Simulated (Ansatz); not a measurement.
**BH4O− (SMILES [BH3-]O): the energy, rung by rung**

BH4O− has 6 atoms, charge -1, and is taken as a singlet. As SMILES, `[BH3-]O`. The coordinates come from a GFN2-xTB relaxation.

```xyz
6

B    -0.0747   -0.1737   -0.3164
O    -0.0135    1.0162    0.6040
H     1.0627   -0.6505   -0.4997
H    -0.5423    0.1952   -1.3793
H    -0.7890   -1.0725    0.1690
H     0.3568    0.6853    1.4224
```

Quantity: the energy change with the B1–H3 bond stretched from 1.247 to 1.870 Å, in eV. The values are calculated.

```json
{"level": "revPBE/STO-3G (restricted)", "kind": "GGA", "program": "Ansatz", "value (eV)": "1.97"}
{"level": "r2SCAN/STO-3G (restricted)", "kind": "meta-GGA", "program": "Ansatz", "value (eV)": "2.19"}
{"level": "BHLYP/STO-3G (restricted)", "kind": "global hybrid", "program": "Ansatz", "value (eV)": "2.58"}
{"level": "CAM-B3LYP/STO-3G (restricted)", "kind": "range-separated hybrid", "program": "Ansatz", "value (eV)": "2.39"}
{"level": "wB97M-V/STO-3G (restricted)", "kind": "range-separated hybrid", "program": "Ansatz", "value (eV)": "2.36"}
{"level": "B2PLYP/STO-3G (restricted)", "kind": "double hybrid", "program": "Ansatz", "value (eV)": "2.37"}
{"level": "RPA@PBE/STO-3G (restricted)", "kind": "RPA", "program": "Ansatz", "value (eV)": "2.15"}
{"level": "MP2/STO-3G (restricted)", "kind": "perturbation theory", "program": "Ansatz", "value (eV)": "2.53"}
{"level": "CCSDT(Q)/STO-3G (restricted)", "kind": "coupled cluster or CI", "program": "Ansatz", "value (eV)": "2.31"}
{"level": "CCSDTQ/STO-3G (restricted)", "kind": "coupled cluster or CI", "program": "Ansatz", "value (eV)": "2.31"}
```

Sets without diffuse functions describe the anion poorly. The first shape isn't each level's own minimum. The values span 1.97 to 2.58 eV. All rows use very small basis sets, so even the best lies far from the true value.
